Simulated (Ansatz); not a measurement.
Input file:

```yaml
crystal:
  periodic: [false, false, false]
  atoms:
    - {symbol: C, position_ang: [0.000627, -0.000495, 0.005959]}
    - {symbol: H, position_ang: [1.079725, -0.002611, -0.005515]}
    - {symbol: H, position_ang: [-0.504355, 0.970904, -0.050541]}
    - {symbol: H, position_ang: [-0.582837, -0.962397, -0.014950]}
basis:
  gaussian: {orbitals: "6-31G*"}
magnetization: {spin_polarized: false, initial_magnetization: 1}
hamiltonian: {pseudopotentials: {relativity: none}}
correlation: {method: fic_nevpt4_sd, electrons: outside_noble_gas, active_space: {window: {electrons: 1, orbitals: 4}}}
```

```sh
$ ansatz run in.yaml --threads 1 --pin off --events-out ev --progress --plain --max-ram 2393MiB
```

Output:

```
239 factors; integrals over basis functions are off by at most 8.4e-4 eV
mean field evaluation 1: about -1075.8581 eV, gradient 1.2e1 eV
mean field evaluation 2: about -1075.8579 eV, gradient 1.2e1 eV
mean field evaluation 4: about -1076.2643 eV, gradient 9.9e-1 eV
mean field evaluation 8: about -1076.2669 eV, gradient 1.3e-6 eV
mean field -1076.26691787 eV, -39.5520797119 hartree, gradient 2.1e-6 eV, S^2 0.750000; 0 other end points of the search recorded, 0 dependent functions left out
reference -1076.26691787 eV, -39.5520797119 hartree; 5, 4 occupied and 16, 17 virtual orbitals, 239 factors
state -1076.26691787 eV, -39.5520797119 hartree
state -1076.26691787 eV, -39.5520797119 hartree; corrected -1079.95699679 eV, -39.6876876109 hartree
WARN: 3 active orbitals are nearly empty or full. The corrections depend on them more than the energy does, and are more stable in an active space without them
Total energy: -1079.95699679 eV, -39.6876876109 hartree
```

The active space holds one configuration alone, so it describes no static correlation.

Natural occupations: 1.0000 0.0000 0.0000 0.0000.

Ran on 1 thread of Arm Neoverse V1, shared host: 0.24 s wall, 0.07 GiB peak host memory.
